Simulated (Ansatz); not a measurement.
in.yaml

```yaml
crystal:
  periodic: [false, false, false]
  atoms:
    - {symbol: Ge, position_ang: [0.000000, 0.000000, 0.000000]}
    - {symbol: As, position_ang: [0.000000, 0.000000, 2.531100]}
basis:
  gaussian: {orbitals: cc-pVDZ}
total_charge: 1
magnetization: {spin_polarized: false, initial_magnetization: 4}
correlation: {method: sc_nevpt2, electrons: outside_noble_gas, active_space: {window: {electrons: 8, orbitals: 8}, shells: [{species: As, l: s, shell: 4}, {species: As, l: p, shell: 4}, {species: Ge, l: s, shell: 4}, {species: Ge, l: p, shell: 4}]}}
```

```sh
$ ansatz run in.yaml --threads 1 --pin off --events-out ev --progress --plain --max-ram 2393MiB
```

The program prints:

```
1049 factors; integrals over basis functions are off by at most 1.6e-7 eV
mean field evaluation 1: about -117258.6090 eV, gradient 5.5e0 eV
mean field evaluation 2: about -117258.6811 eV, gradient 5.5e0 eV
mean field evaluation 4: about -117259.0646 eV, gradient 6.5e-1 eV
mean field evaluation 8: about -117259.0736 eV, gradient 8.7e-3 eV
mean field evaluation 16: about -117259.0517 eV, gradient 1.6e0 eV
mean field -117259.07365027 eV, -4309.1914755926 hartree, gradient 7.2e-6 eV, S^2 6.000000; 2 other end points of the search recorded, 0 dependent functions left out
reference -117259.07365027 eV, -4309.1914755926 hartree; 34, 30 occupied and 20, 24 virtual orbitals, 1049 factors
state -117259.96773320 eV, -4309.2243325342 hartree
state -117259.96773320 eV, -4309.2243325342 hartree; corrected -117262.16138449 eV, -4309.3049477323 hartree
Total energy: -117262.16138449 eV, -4309.3049477323 hartree
Checks for a lower state left out: starts, orbital_swaps
```

Natural occupations: 1.9879 1.9469 1.0035 1.0010 0.9996 0.9931 0.0369 0.0311.

Ran on 1 thread of Arm Neoverse V2, shared host: 4.5 s wall, 0.2 GiB peak host memory.
